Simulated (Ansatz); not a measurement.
From input file to script: C5H8, SMILES CCC1C=C1 in Ansatz 0.2.0.

```yaml
crystal:
  periodic: [false, false, false]
  atoms:
    - { symbol: C, position_ang: [1.6845, 0.3741, 0.1833] }
    - { symbol: C, position_ang: [0.5163, -0.3007, -0.5273] }
    - { symbol: C, position_ang: [-0.7007, -0.3857, 0.4002] }
    - { symbol: C, position_ang: [-1.5797, 0.7033, 0.3197] }
    - { symbol: C, position_ang: [-1.9149, -0.5818, -0.272] }
    - { symbol: H, position_ang: [1.4133, 1.4135, 0.4665] }
    - { symbol: H, position_ang: [1.9607, -0.1946, 1.0969] }
    - { symbol: H, position_ang: [2.5637, 0.4076, -0.4942] }
    - { symbol: H, position_ang: [0.8186, -1.3316, -0.8118] }
    - { symbol: H, position_ang: [0.2912, 0.2597, -1.4641] }
    - { symbol: H, position_ang: [-0.6285, -0.8825, 1.3903] }
    - { symbol: H, position_ang: [-1.8267, 1.7366, 0.5364] }
    - { symbol: H, position_ang: [-2.5977, -1.2179, -0.824] }
basis:
  gaussian: { orbitals: "6-31G*" }
hamiltonian:
  xc: hf
```

On the command line:
```console
$ ansatz run input.yaml --threads 1 --pin off --max-ram 4096MiB --backend cpu --events-out ev --progress --plain --runs-dir out
Engine: ansatz 0.2.0, aarch64-unknown-linux-gnu
Functional definition: HF
  exchange = exact_x
  correlation = 0
976 factors; integrals over basis functions are off by at most 8.1e-4 eV
mean field evaluation 1: about -5271.8659 eV, gradient 2.9e1 eV
mean field evaluation 2: about -5271.8681 eV, gradient 2.9e1 eV
mean field evaluation 4: about -5274.4339 eV, gradient 3.5e0 eV
mean field evaluation 8: about -5274.4701 eV, gradient 1.4e-4 eV
mean field -5274.47006624 eV, -193.8331997702 hartree, gradient 1.4e-5 eV, S^2 0.000000; 0 other end points of the search recorded, 0 dependent functions left out
reference -5274.47006624 eV, -193.8331997702 hartree; 19, 19 occupied and 72, 72 virtual orbitals, 976 factors
Total energy: -5274.47006624 eV, -193.8331997702 hartree
```

The cells in order, each with its output:

In [1]:
```python
import ansatz as az
```

In [2]:
```python
params = {
    'basis_set': '6-31G*',
    'functional': 'HF',
}

geometry_ang = [
    ('C', (1.6845, 0.3741, 0.1833)),
    ('C', (0.5163, -0.3007, -0.5273)),
    ('C', (-0.7007, -0.3857, 0.4002)),
    ('C', (-1.5797, 0.7033, 0.3197)),
    ('C', (-1.9149, -0.5818, -0.272)),
    ('H', (1.4133, 1.4135, 0.4665)),
    ('H', (1.9607, -0.1946, 1.0969)),
    ('H', (2.5637, 0.4076, -0.4942)),
    ('H', (0.8186, -1.3316, -0.8118)),
    ('H', (0.2912, 0.2597, -1.4641)),
    ('H', (-0.6285, -0.8825, 1.3903)),
    ('H', (-1.8267, 1.7366, 0.5364)),
    ('H', (-2.5977, -1.2179, -0.824)),
]
c5h8 = az.Crystal.molecule()
for symbol, xyz in geometry_ang:
    c5h8 = c5h8.atom(symbol, xyz)

job = (
    c5h8.calculation()
    .basis(gaussian=params['basis_set'])
    .functional(params['functional'])
)
summary = job.session().plan(threads=1).execute().report
```

In [3]:
```python
print('reference energy %16.6f eV' % summary['reference_energy_ev'])
print('total energy     %16.6f eV' % summary['free_energy_ev'])
print('occupied (up, down):', summary['n_occupied'], ' virtual:', summary['n_virtual'], ' frozen:', summary['n_frozen'])
```
```text
reference energy     -5274.470066 eV
total energy         -5274.470066 eV
occupied (up, down): [19, 19]  virtual: [72, 72]  frozen: 0
```

In [4]:
```python
field = summary['mean_field']
print('<S^2> =', round(abs(field['state']['spin_squared']), 4), ' relativity:', field['relativity'])
print('passes:', field['passes'])
if 'symmetry' in field:
    print('occupied orbitals by irrep:', field['symmetry']['occupied'])
```
```text
<S^2> = 0.0  relativity: none
passes: {'evaluations': 10, 'products': 21}
occupied orbitals by irrep: [{'A': 19}, {'A': 19}]
```

Reading the output:
- Total energies depend on the basis set; only differences at equal settings carry meaning.
- The geometry is a force-field or estimated start, not a minimum of this method, and the basis set is short of its limit.
- Finished in 1.2 s on 1 thread of Arm Neoverse V2, with other jobs on the host, peak memory 0.21 GiB.

(Lines on the test bed's own set-up are left out of the output.)
